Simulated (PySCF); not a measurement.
hydrazine cation (H₄N₂), SMILES NN (connectivity only; charge and spin as stated), charge +1, multiplicity 2.

Geometry optimised at ωB97X-D3(BJ)/def2-TZVP. The multiplicity is an assumed one; other spin states were not compared.

All values below come from CAM-B3LYP/def2-TZVPD run with PySCF.

The molecule is in vacuum.

```yaml
total_energy: -111.57761 hartree
point_group: D2h
"α spin, highest occupied and lowest empty level": -15.29 and -4.62 eV
"β spin, highest occupied and lowest empty level": -19.14 and -7.83 eV
dipole_moment_about_the_centre_of_nuclear_charge: 0.00 D
mean_static_polarisability: 16.7 bohr³ (2.48 Å³)
polarisability_principal_values: 12.1, 15.0, 23.0 bohr³
"⟨S²⟩": 0.755 (pure state 0.75)
```
